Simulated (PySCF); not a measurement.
Compound: C₅H₇S (doublet state).
Geometry (GFN2-xTB, Å), atoms numbered from 1 in this order:
```
atom  x, y, z in Å
C1    -1.2087    0.4977   -1.4552
C2    -0.6800    0.1782   -0.3355
C3    -1.2348   -0.7498    0.6976
C4     0.6970    0.8187    0.1084
C5     1.7461   -0.1716   -0.1281
S6     2.2555   -1.2396    0.9933
H7    -1.0799    1.0535   -2.3489
H8    -1.5791   -0.1797    1.5594
H9    -0.4599   -1.4366    1.0334
H10   -2.0674   -1.3191    0.2959
H11    0.5938    1.0512    1.1677
H12    0.8592    1.7245   -0.4738
H13    2.1539   -0.2267   -1.1320
```

The hyperfine couplings belong to this conformer and change with its torsions.

The species is `[H]/[C]=C(/C)CC=S` [radical].

Method used: UKS B3LYP, pcH-1 on C H S, non-relativistic, mean-field spin-orbit, GIAO (PySCF). One conformer (not necessarily the lowest) at the GFN2-xTB geometry, without solvent, vibrations or thermal averaging. A GFN2-xTB geometry isn't a minimum of the functional, and hyperfine couplings can be far from their values at a DFT geometry. No stability test was run, so a lower SCF solution isn't excluded.

Question: The isotropic 13C couplings are +242.7, +77.4, +47.7, -11.3, -8.3 MHz. Assign them to C1; C2; C3; C4; C5.

Answer: 
```json
{"site": "C1", "a_iso (MHz)": "+242.7", "ρ(0) (bohr⁻³)": "+0.2159", "position": "largest spin population", "distance from C1 (Å)": "0.00", "spin population": "+1.02", "largest |T| (MHz)": "142.3"}
{"site": "C2", "a_iso (MHz)": "-11.3", "ρ(0) (bohr⁻³)": "-0.0100", "position": "1 bond from C1", "distance from C1 (Å)": "1.28", "spin population": "-0.17", "largest |T| (MHz)": "16.4"}
{"site": "C3", "a_iso (MHz)": "+47.7", "ρ(0) (bohr⁻³)": "+0.0424", "position": "2 bonds from C1", "distance from C1 (Å)": "2.49", "spin population": "+0.04", "largest |T| (MHz)": "9.2"}
{"site": "C4", "a_iso (MHz)": "+77.4", "ρ(0) (bohr⁻³)": "+0.0689", "position": "2 bonds from C1", "distance from C1 (Å)": "2.49", "spin population": "+0.09", "largest |T| (MHz)": "17.7"}
{"site": "C5", "a_iso (MHz)": "-8.3", "ρ(0) (bohr⁻³)": "-0.0074", "position": "3 bonds from C1", "distance from C1 (Å)": "3.31", "spin population": "-0.03", "largest |T| (MHz)": "4.0"}
```

Question: The isotropic 1H couplings, averaged over equivalent nuclei, are +11.4, -5.8, -2.0, +1.5 MHz. Assign them to H7; H8/H9/H10; H11/H12; H13.

Answer: 
```json
{"site": "H7", "a_iso (MHz)": "+11.4", "ρ(0) (bohr⁻³)": "+0.0025", "position": "1 bond from C1", "distance from C1 (Å)": "1.06", "bound to": "C1", "spin population there": "+1.02", "largest |T| (MHz)": "38.7"}
{"site": "H8/H9/H10", "a_iso (MHz)": "-5.8", "ρ(0) (bohr⁻³)": "-0.0013", "position": "3 bonds from C1", "distance from C1 (Å)": "3.01", "bound to": "C3", "spin population there": "+0.04", "largest |T| (MHz)": "5.7"}
{"site": "H11/H12", "a_iso (MHz)": "-2.0", "ρ(0) (bohr⁻³)": "-0.0004", "position": "3 bonds from C1", "distance from C1 (Å)": "2.91", "bound to": "C4", "spin population there": "+0.09", "largest |T| (MHz)": "7.0"}
{"site": "H13", "a_iso (MHz)": "+1.5", "ρ(0) (bohr⁻³)": "+0.0003", "position": "4 bonds from C1", "distance from C1 (Å)": "3.45", "bound to": "C5", "spin population there": "-0.03", "largest |T| (MHz)": "3.4"}
```

ρ(0) is the spin density at the nucleus and T the dipolar tensor; a_iso includes a spin–orbit part; entries for several nuclei are means. Largest spin populations (Mulliken): C1 (+1.02), C2 (-0.17), C4 (+0.09) and S6 (+0.06). No atom but C1 exceeds +0.15.

The spin density at the nucleus, in bohr⁻³, is negative for C2 (-0.0100) and C5 (-0.0074), for instance. A restricted open-shell determinant has no negative spin density anywhere; here it arises because α and β orbitals differ (spin polarisation).

Class means assume fast exchange of nuclei equivalent by connectivity; if that motion is slow, each nucleus keeps its own coupling. The three 1H nuclei of mean -5.8 MHz run from -9.2 to -3.5 MHz in the frozen geometry.
